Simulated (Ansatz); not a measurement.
`CC#CNC` + H₂ → `C#CNC` + CH₄  (hydrogenolysis of a C–C bond)

Isolated molecules relaxed with PBE0-D4/def2-TZVP in Ansatz; ΔE leaves out vibrations. CCSD(T)/CBS is the MP2 limit (def2-TZVPP, def2-QZVPP) plus CCSD(T) − MP2 in def2-TZVPP, frozen cores. This one scheme is used for every species. Functionals use def2-TZVPP.

Is it downhill or uphill in electronic energy at CCSD(T)/CBS, and by how much? (Estimate.)

Computed: Downhill: ΔE = -0.55 eV.

What do these levels give: r2SCAN-D4, ωB97M-V, r2SCAN, CCSD/def2-TZVPP, CCSD(T)/def2-TZVPP, HF/CBS(def2)? (Best estimate.)

The calculation gave: r2SCAN-D4 -0.52, ωB97M-V -0.56, r2SCAN -0.53, CCSD/def2-TZVPP -0.59, CCSD(T)/def2-TZVPP -0.56, HF/CBS(def2) -0.70 eV.

Largest T1 diagnostic among the species: 0.012.

The D4 term adds +0.05 eV with B3LYP and +0.03 eV with PBE0; it sums over pairs of atoms, weighted by their polarisabilities, and B3LYP, whose exchange is more repulsive, gets the larger term. In def2-TZVPP, CCSD(T) changes the Hartree–Fock value by +0.13 eV (the triples alone add +0.03 eV) and MP2 by +0.18 eV.

B3LYP here is the variant with VWN-RPA as its local correlation; programs differ in this.
